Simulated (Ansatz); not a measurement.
System: CH2, net charge 0, singlet state. SMILES: [CH2]
Geometry: optimised at B3LYP-D3(BJ)/def2-TZVP (Ansatz, a quantum-chemistry and plane-wave program).

Property: vertical triplet-singlet gap (E(triplet) - E(singlet); each state is the SCF solution reached for its spin; for the singlet the Hartree-Fock reference is unstable and T1 is 0.009), in eV. Correlated levels leave the core frozen unless marked. Open shells are spin-unrestricted. No spin-orbit coupling. No relativistic terms. CBS marks a two-point X^-3 extrapolation of the correlation energy; Hartree-Fock from the larger set.

| level | program | vertical triplet-singlet gap (eV) |
|---|---|---|
| HF/aug-cc-pVDZ | Ansatz | -0.71 |

Problem. Predict the CCSD(T)/CBS(aug-cc-pVTZ,aug-cc-pVQZ) result (Ansatz).

Solution. 0.08 eV
